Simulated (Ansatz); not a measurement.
**AlBH3 (doublet): from Hartree-Fock to the top rungs at a displaced geometry (v2), cc-pVDZ**

One table from this session's results is given with a row withheld; the runs are named, their logs left out.

Method: cc-pVDZ, core rule «outside noble gas», up to 6 orbitals frozen; program: Ansatz 0.2.0, Gaussian basis.

Plan: UHF; CCSD(T) on ROHF; CCSD(T) on UHF; BCCD(T) on ROHF; CISD; CCSDT(Q) on ROHF; CCSDT(Q) on UHF.

28 further runs of the same task are left out: 6 for a known fault of the program, 7 that didn't finish, 15 set aside as unsound or not needed.

**What is computed**

The geometry is a PBE0/def2-TZVP stationary point (not a proven minimum) with its atoms shifted at random (size 0.100 Å).

5 atoms, charge 0, spin multiplicity 2.

Atoms are counted from 1 here; the program's logs count them from 0.

Bond lengths: B1–Al2 1.990 Å, B1–H3 1.181 Å, B1–H4 1.277 Å, Al2–H5 1.684 Å. Angles: Al2–B1–H3 119.1°, Al2–B1–H4 118.5°, H3–B1–H4 121.5°, B1–Al2–H5 172.3°.

Geometry (Å):

```
atom     x (Å)     y (Å)     z (Å)
  B1   0.11397  -0.00055   1.37179
 Al2  -0.05091   0.00782  -0.61124
  H3   0.02571   1.01937   1.96061
  H4   0.10882  -1.12385   1.97883
  H5   0.00576  -0.09900  -2.29068
```

Set-up of the first run:

File in.yaml:

```yaml
crystal:
  periodic: [false, false, false]
  atoms:
    - {symbol: B, position_ang: [0.113968, -0.000552, 1.371787]}
    - {symbol: Al, position_ang: [-0.050906, 0.007822, -0.611242]}
    - {symbol: H, position_ang: [0.025714, 1.019373, 1.960614]}
    - {symbol: H, position_ang: [0.108823, -1.123846, 1.978828]}
    - {symbol: H, position_ang: [0.005764, -0.099004, -2.290677]}
basis:
  gaussian: {orbitals: cc-pVDZ}
magnetization: {spin_polarized: true, initial_magnetization: 1}
hamiltonian: {xc: hf}
output: {orbitals: {seedname: orbitals}}
```

On the command line:

```bash
$ ansatz run in.yaml --threads 1 --pin off --events-out ev --progress --plain --max-ram 2393MiB
```

Among the steps run: UHF; CCSD(T) on ROHF; CCSD(T) on UHF; BCCD(T) on ROHF; CISD; CCSDT(Q) on ROHF; CCSDT(Q) on UHF.

One table of the session follows, with a row left open; its other results are not shown here.

```
   method  from UCCSDT(Q) (meV)
     ROHF                     ?
      UHF               +4979.3
     RMP2               +1117.4
     UMP2               +1137.5
     CISD                +518.2
    RCCSD                +186.7
    UCCSD                +185.0
 RCCSD(T)                 +42.5
 UCCSD(T)                 +43.1
  BCCD(T)                 +41.8
   RCCSDT                  +7.9
   UCCSDT                  +7.8
RCCSDT(Q)                  +0.3
UCCSDT(Q)                     0
```

Q: Estimate the row for ROHF from the others.

**Answer.** from UCCSDT(Q) (meV): +5047.9. In the column «from UCCSDT(Q) (meV)» it is the highest.

Limits of these values: Restricted and unrestricted rows rest on different reference determinants; where their highest levels disagree by more than a few hundredths of an eV, they describe different states and don't form one ladder.
